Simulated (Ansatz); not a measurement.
Consider the substitution at a C–C bond: `C#CCCCC` + `OCF` → `C#CCOCF` + `CCC`.

Gas-phase electronic energies from Ansatz, PBE0-D4/def2-TZVP geometries. CCSD(T)/CBS adds triple-zeta CCSD(T) − MP2 to the extrapolated MP2 energy (def2 sets, frozen cores). Functionals use def2-TZVPP. B3LYP here is the variant with VWN-RPA as its local correlation; programs differ in this. One conformer a species, not always the lowest.

| level | ΔE (kJ/mol) | difference from CCSD(T)/CBS |
| --- | --- | --- |
| PBE-D4 | 43.2 | -5.5 |
| r2SCAN-D4 | 42.2 | -6.5 |
| PBE0-D4 | 47.0 | -1.7 |
| B3LYP-D4 | 40.5 | -8.2 |
| ωB97X-V | 42.5 | -6.2 |
| ωB97M-V | 44.7 | -4.0 |
| B2PLYP | 41.8 | -6.9 |
| PBE | 41.4 | -7.3 |
| r2SCAN | 41.4 | -7.3 |
| PBE0 | 45.3 | -3.4 |
| B3LYP | 37.8 | -10.9 |
| HF/def2-TZVPP | 39.3 | -9.4 |
| MP2/def2-TZVPP | 51.7 | 3.0 |
| SCS-MP2/def2-TZVPP | 46.8 | -1.9 |
| CCSD/def2-TZVPP | 45.9 | -2.8 |
| CCSD(T)/def2-TZVPP | 45.6 | -3.1 |
| HF/def2-QZVPP | 39.5 | -9.2 |
| MP2/def2-QZVPP | 53.5 | 4.8 |
| SCS-MP2/def2-QZVPP | 48.7 | 0.0 |
| HF/CBS(def2) | 39.6 | -9.1 |
| MP2/CBS(def2) | 54.7 | 6.0 |
| CCSD/CBS(def2) | 48.9 | 0.2 |
| CCSD(T)/CBS | 48.7 | 0 |

Largest T1 diagnostic among the species: 0.012.

From PBE to PBE0 (25 % exact exchange), in def2-TZVPP and without D4, ΔE moves by +3.9 kJ/mol. In def2-TZVPP, CCSD(T) changes the Hartree–Fock value by +6.3 kJ/mol (the triples alone add −0.3 kJ/mol) and MP2 by +12.4 kJ/mol.
